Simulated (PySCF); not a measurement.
From one molecule to another.

First species: N-phenylpyrrole, C10H9N.
SMILES: `c1ccc(-n2cccc2)cc1`

Second species: gallium monofluoride, GaF (singlet state).
SMILES: `[F][Ga]`

Levels: CAM-B3LYP/def2-SVPD for dipole moment, HOMO energy, LUMO energy, HOMO–LUMO gap, static isotropic polarisability and electronic spatial extent ⟨r²⟩ about the centre of nuclear charge; TDDFT CAM-B3LYP/def2-SVPD for lowest singlet excitation; TDA CAM-B3LYP/def2-SVPD for lowest triplet excitation (Tamm–Dancoff); PBE0-D3(BJ)/def2-SVP for smallest rotational constant. Geometries: PBE0-D3(BJ)/def2-SVP. Each species is one conformer at its optimised geometry, gas phase, non-relativistic unless stated; the electronic structure was computed with PySCF and density fitting.

The conformers computed, where there is a choice (atom-mapped SMILES and torsion angles):
- `[cH:1]1[cH:2][cH:3][c:4](-[n:5]2[cH:6][cH:7][cH:8][cH:9]2)[cH:10][cH:11]1`: C3–C4–N5–C6 145°

| property | column X | column Y |
| --- | --- | --- |
| dipole moment | 1.55 D | 2.40 D |
| HOMO energy | -7.54 eV | -9.27 eV |
| LUMO energy | 0.38 eV | -0.54 eV |
| HOMO–LUMO gap | 7.92 eV | 8.73 eV |
| lowest singlet excitation | 5.14 eV | 5.84 eV |
| lowest triplet excitation (Tamm–Dancoff) | 3.88 eV | 3.97 eV |
| static isotropic polarisability | 122.6 au | 32.2 au |
| electronic spatial extent ⟨r²⟩ about the centre of nuclear charge | 1839 bohr² | 127 bohr² |
| smallest rotational constant | 0.605 GHz | 10.726 GHz |

**Question.** Which column belongs to which species?

**Answer.** Column X is the first species and column Y the second. The first has 20 atoms and 76 electrons, the second 2 and 40.

**Question.** How does each property change from the first species to the second?

**Answer.** dipole moment +0.85 D; HOMO energy -1.73 eV; LUMO energy -0.92 eV; HOMO–LUMO gap +0.81 eV; lowest singlet excitation +0.70 eV; lowest triplet excitation (Tamm–Dancoff) +0.09 eV; static isotropic polarisability -90.4 au; electronic spatial extent ⟨r²⟩ about the centre of nuclear charge -1712 bohr²; smallest rotational constant +10.121 GHz.

On the first: The principal polarisabilities are 74.0, 120.0 and 173.8 au; their mean is the isotropic value. Point group C2 permits a dipole; with 1.55 D the species has a pure rotational spectrum.

On the second: The polarisability is 4.77 Å³ as a volume (1 au = 0.148185 Å³), or 0.81 au for each of the 40 electrons. In atomic units the dipole is 0.94 e·bohr (1 au = 2.5417 D). The calculation is non-relativistic and has no spin–orbit coupling, an omission that weighs most on gallium.
